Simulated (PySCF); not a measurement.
HS, SMILES [SH] (connectivity only; charge and spin as stated), charge -1, multiplicity 1.

Geometry: B3LYP-D3(BJ)/def2-TZVPD. The spin state was assumed, not searched.

Two levels are set side by side: PBE/def2-TZVPD (PySCF) and PBE0/def2-TZVPD (PySCF). Same geometry, gas phase. Differences are taken from unrounded values.

```json
[
 {"quantity": "orbital gap (eV)", "PBE": "3.29"},
 {"quantity": "highest occupied level (eV)", "PBE": "0.89"},
 {"quantity": "lowest empty level (eV)", "PBE": "4.18"},
 {"quantity": "mean polarisability (bohr³)", "PBE": "54.6"}
]
```

Task: These are the PBE values. What does PBE0 give? (Estimate from the structure and the level; the computed values follow.)

Result: 
```
quantity                      PBE0  PBE minus PBE0
---------------------------  -----  --------------
orbital gap (eV)              4.78           -1.49
highest occupied level (eV)  -0.10            1.00
lowest empty level (eV)       4.67           -0.49
mean polarisability (bohr³)   50.3             4.3
```

Without exact exchange PBE keeps part of each electron's self-repulsion, which lifts occupied levels and narrows the gap. PBE's more diffuse valence density responds more strongly to a field. Differences between two approximate levels are no errors against the true value.

Rough cost on one machine, each run with all the roots and properties that it gave: PBE0 against PBE within a factor of 2.
